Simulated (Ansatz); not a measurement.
## [H···H···CH$_{3}$], doublet: reading a ladder of total energies

Geometry: a point of a hydrogen-transfer path between rigid fragments, not a stationary point.

```yaml
atoms:
  - { symbol: H, position_ang: [-2.1093, 0.0000, 0.0000] }
  - { symbol: H, position_ang: [-1.0183, 0.0000, 0.0000] }
  - { symbol: C, position_ang: [0.2097, 0.0000, 0.0000] }
  - { symbol: H, position_ang: [0.2097, -1.0800, 0.0000] }
  - { symbol: H, position_ang: [0.2097, 0.5400, 0.9353] }
  - { symbol: H, position_ang: [0.2097, 0.5400, -0.9353] }
```

Basis cc-pVDZ; Ansatz 0.2.0. Correlated methods freeze the noble-gas cores, which leaves 9 electrons in 38 orbitals. R marks a restricted (for open shells ROHF) determinant, U an unrestricted one.

Full CI isn't at hand for all of this; UCCSDT(Q) serves as the reference, and is uncertain by about the last step of the cluster series.

Runs differ by some tens of microhartree through their thresholds and, for an open shell, their frozen cores, so steps under 0.03 kcal/mol mean nothing.

```json
{"level": "UHF", "total energy (hartree)": "-40.641310"}
{"level": "UMP2", "total energy (hartree)": "-40.812135"}
{"level": "UCCSD", "total energy (hartree)": "-40.840080"}
{"level": "UCCSD(T)", "total energy (hartree)": "-40.844744"}
{"level": "UCCSDT", "total energy (hartree)": "-40.845326"}
{"level": "UCCSDT(Q)", "total energy (hartree)": "-40.845535"}
```

Task: What is the correlation energy at UCCSDT(Q), and what share of it do UMP2 and UCCSD recover?

Result: E(corr) = -40.845535 − (-40.641310) = -0.204225 hartree = -5.557 eV. UMP2: -0.170825 / -0.204225 = 83.65 %. UCCSD: -0.198770 / -0.204225 = 97.33 %.

Task: By how many kcal/mol does UCCSD(T) miss UCCSDT(Q) (1 hartree = 627.509 kcal/mol), and which steps make up the rest?

Result: -40.844744 − (-40.845535) = 0.000791 hartree = 0.50 kcal/mol. Steps: UCCSDT − UCCSD(T) = -0.37, UCCSDT(Q) − UCCSDT = -0.13 kcal/mol. That is within 1 kcal/mol of the reference in this basis, which itself misses far more of the correlation at the basis-set limit.
